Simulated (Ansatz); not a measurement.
`S[SiH2]Cl` → H₂ + `S[Si]Cl` at 298.15 K and 1 bar (silylene formation by 1,1-elimination).

Computed with Ansatz on PBE0-D4/def2-TZVP structures; ΔE is electronic, products minus reactants. CCSD(T)/CBS is the MP2 limit (def2-TZVPP, def2-QZVPP) plus CCSD(T) − MP2 in def2-TZVPP, frozen cores. This one scheme is used for every species. Each species was taken in one conformer, which may not be the lowest.

```json
{"species": "`S[SiH2]Cl`", "CCSD(T)/CBS energy (Eh)": "-1148.50980", "H − E (kJ/mol)": "90.1", "S (J/(mol·K))": "304.5"}
{"species": "H₂", "CCSD(T)/CBS energy (Eh)": "-1.17544", "H − E (kJ/mol)": "35.1", "S (J/(mol·K))": "130.4"}
{"species": "`S[Si]Cl`", "CCSD(T)/CBS energy (Eh)": "-1147.27659", "H − E (kJ/mol)": "43.9", "S (J/(mol·K))": "293.5"}
```

H − E and S are ideal-gas, rigid-rotor, harmonic terms from PBE0-D4/def2-TZVP, for one conformer and one mirror image of each species. The MP2-based limit puts H₂ 0.8 mEh under its directly extrapolated value; such offsets cancel only in part. 1 Eh = 2625.50 kJ/mol, R = 8.31446 J/(mol·K).

**Question.** By hand: ΔE, ΔH, ΔS and ΔG.

**Answer.** ΔE = (-1.17544) + (-1147.27659) − (-1148.50980) = 0.05777 Eh = 151.7 kJ/mol. Δ(H − E) = 35.1 + 43.9 − 90.1 = -11.1, so ΔH = 140.6 kJ/mol. ΔS = 130.4 + 293.5 − 304.5 = 119.4 J/(mol·K). ΔG = 140.6 − 298.15 × (119.4)/1000 = 105.0 kJ/mol.

**Question.** By hand: the equilibrium constant, and the temperature at which ΔG would vanish if ΔH and ΔS stayed fixed.

**Answer.** log₁₀ K = −ΔG/(RT ln 10) = -18.4. ΔG = 0 at ΔH/ΔS = 1178 K.

The number of gas molecules changes by +1, which sets the sign of ΔS. A doubt of 5 kJ/mol in ΔE shifts log₁₀ K by 0.9 here. Other conformers and mirror images would add mixing entropy, several J/(mol·K) or more a flexible species. These are equilibria of isolated gas molecules and say nothing of rates. Largest T1 diagnostic: 0.014 (customary marks: 0.02 for closed shells, 0.045 for open ones).
